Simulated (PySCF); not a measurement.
**Accurate constants of SiP+, step by step**

What constants does extrapolated CCSD(T) give for SiP+, and what does each step add?

Method: CCSD(T) on ROHF, no relativity in the base curves; scalar relativity is added as a correction; program: PySCF 2.14.0.

## 1. The job

* molecule: SiP+
* state: triplet, unpaired electrons π ↑↑
* smaller basis: Si cc-pV(T+d)Z, P cc-pV(T+d)Z
* larger basis: Si cc-pV(Q+d)Z, P cc-pV(Q+d)Z
* frozen core orbitals: 10
* extrapolation: correlation as n⁻³ (n = 3, 4), Hartree–Fock as (n+1)·exp(−9√n)
* corrections: core–valence correlation, scalar relativity
* distances (Å): 1.9603, 2.0494, 2.1385, 2.2276, 2.3167, 2.4281, 2.5395
* masses (u): 27.9769, 30.9738
* dissociation limit: Si+ + P

Run with:

```bash
OMP_NUM_THREADS=4 python comp.py task.json out
```

## 2. The runs

Before running it: what results should come out? Wanted: for each run, Re; ωe; ωexe; αe; De.

**Answer**, as computed:

| level | Re (Å) | ωe (cm⁻¹) | ωexe (cm⁻¹) | αe (cm⁻¹) | De (eV) |
| --- | --- | --- | --- | --- | --- |
| CCSD(T)/cc-pVTZ(-PP) | 2.2238 | 502.9 | 2.17 | 0.00135 | 2.721 |
| CCSD(T)/cc-pVQZ(-PP) | 2.2152 | 508.2 | 2.15 | 0.00136 | 2.854 |
| HF/CBS | 2.1955 | 530.9 | 2.43 | 0.00139 | 1.619 |
| MP2/CBS | 2.1989 | 534.9 | 1.74 | 0.00118 | 2.831 |
| CCSD/CBS | 2.2012 | 522.4 | 2.24 | 0.00135 | 2.794 |
| CCSD(T)/CBS | 2.2097 | 512.3 | 2.16 | 0.00136 | 2.943 |
| CCSD(T)/CBS+CV | 2.2046 | 513.3 | 2.16 | 0.00137 | 2.953 |
| CCSD(T)/CBS+CV+SR | 2.2047 | 512.2 | 2.16 | 0.00137 | 2.948 |

**Reading.** The last step gives Re = 2.2047 Å, ωe = 512.2 cm⁻¹ and De = 2.948 eV; the smaller basis alone is off from it by +19.1 mÅ and -0.23 eV. Near the minimum the mean field binds by 1.61 eV and correlation adds 1.33 eV of binding. T1 is 0.026. Spin–orbit coupling and excitations beyond (T) are left out.
